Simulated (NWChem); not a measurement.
# formaldehyde (CH$_{2}$O); SMILES C=O

```xyz
4

C      0.0000     0.0000     0.5184
O      0.0000     0.0000    -0.6898
H      0.0000    -0.9529     1.1300
H      0.0000     0.9529     1.1300
```
Atoms are numbered in this order, from 1.

Structure relaxed at the PBE-D3(BJ)/def2-SVP level.

 Unshifted, non-relativistic core excitations; the lowest 4 roots alone, so stronger bands may lie above.

**Question.** List the first O K-edge excitations from BHandHLYP/6-311G** (spherical d), restricted-window TDA (NWChem).

**Answer.** 
| state | energy (eV) | dipole oscillator strength | leading excitation (squared amplitude) |
|---|---|---|---|
| S1 | 528.0 | 0.0540 | 1s of atom 2 or its equivalents → LUMO (0.98) |
| S2 | 535.1 | 0.0036 | 1s of atom 2 or its equivalents → LUMO+1 (0.98) |
| S3 | 536.4 | 0.0056 | 1s of atom 2 or its equivalents → LUMO+2 (0.97) |
| S4 | 537.0 | 0.0105 | 1s of atom 2 or its equivalents → LUMO+3 (0.95) |
